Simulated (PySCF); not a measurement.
# N2O (nitrous oxide) at CCSD(T)/cc-pVTZ

What is the vertical ionisation energy of N2O (nitrous oxide) at CCSD(T)/cc-pVTZ? The job is set up through a Python script.

The calculation is run with PySCF 2.14.0.

1 further run of the same task is left out (set aside as unsound or not needed).

### Step 1. The structure to begin with

The species is N2O (3 atoms), meant as a singlet with charge 0. As SMILES, `N#[N+][O-]`. Geometry: relaxed at PBE0-D4/def2-TZVP.

Bond lengths: N1–N2 1.118 Å, N2–O3 1.174 Å. Angles: N1–N2–O3 180.0°.

### Step 2. The energy at CCSD(T)/cc-pVTZ

Input file run.py:

```python
from pyscf import gto, scf, cc

mol = gto.Mole()
mol.atom = [
    ('N', (-0.511700, 1.001300, -0.167900)),
    ('N', (-0.008400, 0.016500, -0.002800)),
    ('O', (0.520100, -1.017800, 0.170700)),
]
mol.verbose = 3
mol.basis = 'cc-pvtz'
mol.max_memory = 1860
mol.build()

calc0 = scf.RHF(mol)
calc0.conv_tol = 1e-10
calc0.kernel()
if not calc0.converged:
    calc0 = calc0.newton().run(calc0.mo_coeff, calc0.mo_occ)

mycc = cc.CCSD(calc0, frozen=3)
mycc.kernel()
e_t = mycc.ccsd_t()
etot = mycc.e_tot + e_t
print(f'total energy: {etot:.8f} hartree')
```

The run is started by

```bash
OMP_NUM_THREADS=1 python run.py
```

Output:

```text
converged SCF energy = -183.751949847547
E(CCSD) = -184.3716838123462  E_corr = -0.6197339647991481
CCSD(T) correction = -0.0346584893778143
total energy: -184.40634230 hartree
```

Wall time 6.6 s (1 thread of AMD EPYC 9B45 (Zen 5), shared host); peak memory 0.46 GiB.

### Step 3. The doublet cation

Input file mol.xyz:

```xyz
3

N     -0.511700     1.001300    -0.167900
N     -0.008400     0.016500    -0.002800
O      0.520100    -1.017800     0.170700
```

Input file job.py:

```python
from pyscf import gto, cc

mol = gto.M(
    atom='mol.xyz',
    max_memory=1860,
    charge=1,
    basis='cc-pvtz',
    verbose=3,
    spin=1,
)

mf = mol.UHF()
mf.conv_tol = 1e-10
mf.kernel()
if not mf.converged:
    mf = mf.newton().run(mf.mo_coeff, mf.mo_occ)

mycc = cc.CCSD(mf, frozen=3)
mycc.kernel()
e_t = mycc.ccsd_t()
e_tot = mycc.e_tot + e_t
print('E(%s) = %.9f' % ('CCSD(T)', e_tot))
```

The run is started by

```bash
OMP_NUM_THREADS=1 python job.py
```

Output:

```text
converged SCF energy = -183.344350297062  <S^2> = 0.94836599  2S+1 = 2.1893981
E(UCCSD) = -183.907587641491  E_corr = -0.5632373444292839
UCCSD(T) correction = -0.0290577929094909
E(CCSD(T)) = -183.936645434
```

It took 36 s on 1 thread of AMD EPYC 9B45 (Zen 5), shared host; peak memory 2.6 GiB.

### Step 4. Summary of results

At CCSD(T)/cc-pVTZ, 3 core orbitals frozen:

| quantity | value |
| --- | --- |
| singlet N2O: total energy | -184.40634 Eh |
| singlet N2O: dipole moment (Hartree–Fock density) | 0.55 D |
| singlet N2O: HOMO energy (Hartree–Fock orbitals) | -13.33 eV |
| singlet N2O: LUMO energy (Hartree–Fock orbitals) | 4.40 eV |
| singlet N2O: HOMO–LUMO gap (Hartree–Fock orbitals) | 17.73 eV |
| singlet N2O: correlation energy (3 core orbitals frozen) | -654.4 mEh |
| singlet N2O: (T) correction | -34.66 mEh |
| singlet N2O: T1 diagnostic | 0.019 |
| doublet cation: total energy | -183.93665 Eh |
| doublet cation: HOMO energy (Hartree–Fock orbitals) (highest over α and β) | -23.23 eV |
| doublet cation: LUMO energy (Hartree–Fock orbitals) (lowest over α and β) | -9.13 eV |
| doublet cation: correlation energy (3 core orbitals frozen) | -592.3 mEh |
| doublet cation: (T) correction | -29.06 mEh |
| doublet cation: ⟨S²⟩ of the reference determinant | 0.948 |
| doublet cation: T1 diagnostic | 0.041 |
| vertical ionisation energy (to the doublet cation) | 12.781 eV |

The vertical ionisation energy comes to 12.78 eV (1233 kJ/mol). The triples (singlet N2O) make up 5.3 % of the correlation energy. ⟨S²⟩ (doublet cation) is 0.95 where a pure doublet has 0.75: the reference is spin-contaminated. The triples (doublet cation) make up 4.9 % of the correlation energy.
